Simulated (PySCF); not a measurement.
Molecule: Difluoroacetonitrile (FC(C#N)F, C2HF2N).

Atom-mapped SMILES (the numbers label the heavy atoms): `[N:1]#[C:2][CH:3]([F:4])[F:5]` (H(Xn): hydrogen on atom n).

Spin–spin couplings on one PBE0-D3(BJ)/def2-SVP geometry, PySCF, gas phase, non-relativistic, equivalent pairs averaged; isotopes ¹³C, ¹⁹F, ¹H, ¹⁵N; basis pcJ-1.

Task: How do the couplings (Hz) change with the functional? Times are CPU seconds on shared hosts with different chips, so compare them loosely.

Result: 
| functional | functions | ¹J(C3,F4) | ¹J(C3,H(C3)) | ¹J(C2,C3) | ¹J(N1,C2) | ²J(F4,F5) | ²J(F4,H(C3)) | ²J(C2,F4) | core-s |
| --- | --- | --- | --- | --- | --- | --- | --- | --- | --- |
| LDA | 145 | -330.2 | 154.0 | 66.8 | -6.3 | 267.0 | 42.1 | 29.8 | 6.3 |
| PBE | 145 | -341.8 | 183.7 | 78.5 | -8.7 | 280.0 | 53.6 | 35.8 | 10 |
| KT2 | 145 | -345.8 | 201.2 | 63.3 | -2.0 | 245.2 | 57.6 | 28.2 | 11 |
| B3LYP | 145 | -312.5 | 199.8 | 92.8 | -17.5 | 311.9 | 58.1 | 39.9 | 10 |
| PBE0 | 145 | -305.9 | 190.6 | 89.4 | -16.5 | 323.1 | 55.7 | 38.9 | 12 |
| B97-2 | 145 | -301.2 | 182.3 | 88.3 | -15.8 | 292.4 | 50.1 | 34.1 | 12 |
| BHandHLYP | 145 | -265.7 | 214.9 | 109.4 | -30.6 | 364.5 | 62.4 | 42.7 | 12 |
| CAM-B3LYP | 145 | -297.4 | 197.7 | 94.2 | -19.9 | 315.1 | 56.7 | 40.1 | 16 | Left out for a near triplet instability: HF/pcJ-1.
